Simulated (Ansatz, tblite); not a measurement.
# MnBr2: one state, many levels

How do method and basis change the picture of MnBr2 (sextet)?

The runs use Ansatz 0.2.0, Gaussian basis; as each input shows.

The runs, in order: GFN1-xTB, GFN2-xTB, PBE-D4/def2-TZVP, r2SCAN-D4/def2-TZVP, revPBE-D4/def2-TZVP, BHLYP-D4/def2-TZVP, PBE-QIDH/def2-TZVP, BLYP-D4/def2-TZVP, HSE06-D4/def2-TZVP, PBE+5HF/def2-TZVP, PBE+10HF/def2-TZVP, PBE+15HF/def2-TZVP, PBE+35HF/def2-TZVP, PBE+50HF/def2-TZVP, PBE-D4/def2-SVP, PBE0-D4/def2-SVP, HF/6-31G, B3LYP-D4/6-31G, PBE0-D4/def2-TZVPD, PBE-D4/def2-TZVPD, r2SCAN-D4/def2-TZVPD, CCSD(T)/def2-SVP, MP2/def2-TZVP, RPA/def2-TZVP.

1 further run of the same task is left out (for a known fault of the program). Runs told in other sessions of the task aren't counted.

## 1. The geometry

The geometry is that of the sextet, from an earlier relaxation (B3LYP-D4/def2-TZVP).

3 atoms, charge 0, spin multiplicity 6.

Bond lengths: Mn1–Br2 2.338 Å, Mn1–Br3 2.338 Å. Angles: Br2–Mn1–Br3 179.9°.

Geometry (Å):

```xyz
3
charge 0, multiplicity 6
Mn   -0.0016   -0.0009    0.0000
Br   -0.0445   -0.0364    2.3371
Br    0.0461    0.0374   -2.3371
```

Formally the metal is d5. No spin-orbit coupling is included.

PBE0-D4/def2-TZVP was run before; its log isn't repeated, and its numbers join the tables.

## 2. GFN1-xTB

Tight binding, by tblite at 300 K electronic temperature and without a spin-polarisation term:

```python
tblite.interface.Calculator('GFN1-xTB', numbers, positions, charge=0, uhf=5).singlepoint()
```

Energy -274.0041 eV; 0.003 s.

## 3. GFN2-xTB

Tight binding, by tblite at 300 K electronic temperature and without a spin-polarisation term:

```python
tblite.interface.Calculator('GFN2-xTB', numbers, positions, charge=0, uhf=5).singlepoint()
```

Energy -298.3421 eV; 0.004 s.

## 4. PBE-D4/def2-TZVP

start.molden holds the orbitals of an earlier run on this state, given as this run's starting guess.

in.yaml

```yaml
crystal:
  periodic: [false, false, false]
  atoms:
    - {symbol: Mn, position_ang: [-0.001637, -0.000945, -0.000047]}
    - {symbol: Br, position_ang: [-0.044497, -0.036410, 2.337147]}
    - {symbol: Br, position_ang: [0.046135, 0.037355, -2.337100]}
basis:
  gaussian: {orbitals: def2-TZVP, initial_orbitals: start.molden}
magnetization: {spin_polarized: true, initial_magnetization: 5}
hamiltonian: {xc: pbe, dispersion: d4}
scf: {omitted_lower_state_checks: [starts]}
output: {orbitals: {seedname: orbitals}}
```

On the command line:

```
$ ansatz run in.yaml --threads 4 --pin off --events-out ev --progress --plain --max-ram 3916MiB
```

The runs that follow: r2SCAN-D4/def2-TZVP; revPBE-D4/def2-TZVP; BHLYP-D4/def2-TZVP; PBE-QIDH/def2-TZVP; BLYP-D4/def2-TZVP; HSE06-D4/def2-TZVP; PBE+5HF/def2-TZVP; PBE+10HF/def2-TZVP; PBE+15HF/def2-TZVP; PBE+35HF/def2-TZVP; PBE+50HF/def2-TZVP; PBE-D4/def2-SVP; PBE0-D4/def2-SVP; HF/6-31G; B3LYP-D4/6-31G; PBE0-D4/def2-TZVPD; PBE-D4/def2-TZVPD; r2SCAN-D4/def2-TZVPD; CCSD(T)/def2-SVP; MP2/def2-TZVP; RPA/def2-TZVP.

Before running them: what should the planned runs give, taken together? Wanted: gap in def2-TZVP, named functionals, smallest and largest; gap over the share of exact exchange; correlation energy, CCSD(T)/def2-SVP; correlation energy, MP2/def2-TZVP; binding an atom, CCSD(T)/def2-SVP; ⟨S²⟩ in def2-TZVP, named functionals, smallest and largest; PBE0 total energy, smallest basis above largest.

**Answer**, as computed:

| quantity | value |
| --- | --- |
| gap in def2-TZVP, named functionals, smallest and largest | 1.99 eV (BLYP-D4), 7.15 eV (BHLYP-D4) |
| gap over the share of exact exchange | 2.23 eV at 0, 7.71 eV at 0.5 |
| correlation energy, CCSD(T)/def2-SVP | -19.25 eV |
| correlation energy, MP2/def2-TZVP | -24.41 eV |
| binding an atom, CCSD(T)/def2-SVP | 2.171 eV |
| ⟨S²⟩ in def2-TZVP, named functionals, smallest and largest | 8.762, 8.771 |
| PBE0 total energy, smallest basis above largest | 21.37 eV (def2-SVP, def2-TZVPD) |

Orbital gaps of the named functionals in def2-TZVP span 1.99 eV (BLYP-D4) to 7.15 eV (BHLYP-D4); exact exchange widens it. Raising the share of exact exchange from 0 to 0.5 moves the HOMO by -2.74 eV and the LUMO by +2.74 eV. A small miss in a minimal or small basis is a cancelling of errors, not accuracy. The functionals in def2-TZVP miss CCSD(T)/def2-SVP by +0.126 (BHLYP-D4) to +0.457 eV (r2SCAN-D4) an atom. The yardstick is in a double-zeta basis, so levels in larger sets aren't compared like for like. CCSD(T)/def2-SVP isn't at the basis-set limit; small misses against it rank nothing. Over the named functionals in def2-TZVP spin contamination reaches 0.02 (r2SCAN-D4), which is small.
